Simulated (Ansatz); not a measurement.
## AlGa₂H, triplet in cc-pVTZ: errors against UCCSDT(Q)

Geometry: that of the AlGa2H, singlet, kept fixed.

```xyz
4

Al    0.0000    1.8685    0.0000
Ga    0.0000   -0.3866   -1.1851
Ga    0.0000   -0.3866    1.1851
H     0.0000    3.4687    0.0000
```

Basis cc-pVTZ; Ansatz 0.2.0. Only valence electrons are correlated (noble-gas cores and the filled d shells of p-block atoms frozen), which leaves 10 electrons in 101 orbitals. Prefix R: restricted or restricted open-shell reference; prefix U: unrestricted. No spin–orbit coupling is included, and no scalar relativity.

Full CI isn't at hand for all of this; UCCSDT(Q) serves as the reference, and is uncertain by about the last step of the cluster series. The frozen core follows each run's orbitals, which can shift R against U totals by a few meV for light atoms and by up to 0.1 eV past Ca.

- UHF ⟨S²⟩: 2.091
- T1 diagnostic (RCCSD): 0.0245
- largest doubles amplitude (RCCSD): 0.082
- T1 diagnostic (UCCSD): 0.0298

```tsv
level	E − E(UCCSDT(Q)) (meV)	wall time
UHF	6208	–
UMP2	1283	–
UCCSD	455	–
UCCSD(T)	81	50 s (H100)
UCCSDT	35	–
```

Run but not shown, since their state, orbitals or frozen core can't be matched to the reference's or they repeat it: RHF, RMP2, RCCSD, RCCSD(T), BCCD(T), RCCSDT, RCCSDT(Q).

Times hold each run's SCF and search for its determinant on a shared host, so for small cases they say little of a method's own cost. Some runs computed forces too.
